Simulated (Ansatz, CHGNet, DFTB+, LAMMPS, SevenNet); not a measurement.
How well does each level of theory give the transverse phonon frequency at X of fcc Au?

Reference value: 92 cm⁻¹ (measured, 298 K, not corrected to a static lattice; as tabulated in Greeff and Graf (2004), arXiv:cond-mat/0311614).

```
level (code)                         value (cm⁻¹)  cell (Å³/atom)
-----------------------------------  ------------  --------------
EAM u3 (LAMMPS)                                78           16.98
Lennard-Jones jacobson2022 (LAMMPS)           180           16.84
GFN1-xTB as cut by DFTB+                       50           19.14
CHGNet 0.3.0                                   39           18.15
SevenNet-l3i5                                  78           18.13
LDA (Ansatz)                                  [?]           16.58
PBE (Ansatz)                                  [?]           17.98
PBEsol (Ansatz)                               [?]           17.02
r²SCAN (Ansatz)                                78           17.55
```

**Question.** What belongs in the gaps?

**Answer.** 
- LDA (Ansatz, an electronic-structure program), value (cm⁻¹): 89
- PBE (Ansatz), value (cm⁻¹): 77
- PBEsol (Ansatz), value (cm⁻¹): 86

Differences against the reference: EAM u3 -15.2 %, Lennard-Jones jacobson2022 +96 %, GFN1-xTB as cut by DFTB+ -46 %, CHGNet 0.3.0 -58 %, SevenNet-l3i5 -15.2 %, LDA -3.3 %, PBE -16.3 %, PBEsol -6.5 %, r²SCAN -15.2 %.

Leaving aside GFN1-xTB as cut by DFTB+ (imaginary modes in this run): Closest of the ranked levels: LDA (-3.3 %). Among them Lennard-Jones jacobson2022 (+96 %) misses by most. Within 10 %: LDA, PBEsol.

The measured value isn't corrected to a static lattice, so vibrations enter the comparison.  Density-functional levels without +SOC have no spin–orbit coupling. GFN1-xTB as cut by DFTB+: the method was fitted mainly to molecules. GFN1-xTB as cut by DFTB+: codes differ in how they cut the long-range tail of xTB's charge interaction in a crystal, so the value belongs to this code. Each level is taken at its own relaxed cell. Cutoffs differ between the levels. Ansatz's density-functional and Hartree–Fock values are scalar-relativistic unless marked +SOC, with PAW data made under PBE.

Empirical potentials (EAM u3, Lennard-Jones jacobson2022) are fitted to chosen data: where that held the value shown, agreement is built in, and what lay outside the fit can be far off. Machine-learned potentials (CHGNet 0.3.0, SevenNet-l3i5) are trained on DFT data: a solid inside that data is no test of them.

Differences are worked out from the printed values.
